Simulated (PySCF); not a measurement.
Nitrogen: a sound run and one with changed settings

Sound run: N [He] 2s2 2p3, N⁺ [He] 2s2 2p2. All numbers are calculated (PySCF 2.14, scalar relativity by spin-free X2C-1e, in x2c-TZVPall). In the sound run the correlated levels freeze 1s2. The sound run starts from symmetry-adapted Hartree-Fock orbitals and uses a fine grid where one is needed.

Changed run: basis STO-3G, all-electron and non-relativistic. This setting is unsound on purpose.

| species | method | sound run (hartree) | changed run (hartree) | converged |
| --- | --- | --- | --- | --- |
| N | UHF | -54.43200 | -53.71901 | yes |
| N | MN15 | -54.58284 | -53.59179 | yes |
| N | B3LYP | -54.63396 | -53.88618 | yes |
| N | MP2 | -54.52692 | -53.71901 | yes |
| N⁺ | UHF | -53.92152 | -53.24264 | yes |
| N⁺ | MN15 | -54.04889 | -53.10394 | yes |
| N⁺ | B3LYP | -54.09575 | -53.39262 | yes |
| N⁺ | MP2 | -53.99196 | -53.25331 | yes |
| N⁺ | CCSD(T) | -54.01473 | -53.26332 | yes |

Ionisation energy of N:

```csv
method,sound run (eV),changed run (eV)
UHF,13.891,12.963
MN15,14.529,13.275
B3LYP,14.645,13.431
MP2,14.557,12.672
SCS-MP2,14.304,12.614
```

A minimal basis cannot let orbitals breathe on ionisation and holds almost no correlation. The Hamiltonian changed with the basis, so the totals do not compare.

For comparison, NIST gives 14.534 eV between the lowest levels.
